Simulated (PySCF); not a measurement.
# Ionisation energy of Si by level of theory

Si [Ne] 3s2 3p2 (3P) → Si+ [Ne] 3s2 3p1 (2P), as a difference of total energies. Calculation: PySCF 2.14, in x2c-QZVPPall (9s6p4d2f1g, 70 functions); scalar relativity by spin-free X2C-1e. Correlated levels: valence and next inner shell: 1s2 frozen. The calculations carry no spin-orbit coupling.

| method | ionisation energy (eV) |
| --- | --- |
| UHF | 7.626 |
| MP2 (valence and next inner shell) | 8.054 |
| SCS-MP2 (valence and next inner shell) | 7.968 |
| CCSD (valence and next inner shell) | 8.071 |
| CCSD(T) (valence and next inner shell) | 8.113 |

Errors of the correlated levels include the incompleteness of this basis and the frozen core.

Problem. Which method comes closest to the reference value, and which is furthest?

Solution. The reference is 8.157 eV (measured; NIST levels, between the centres of gravity of the two terms). Closest: CCSD(T) (valence and next inner shell) (error -0.044 eV); furthest: UHF (error -0.531 eV).
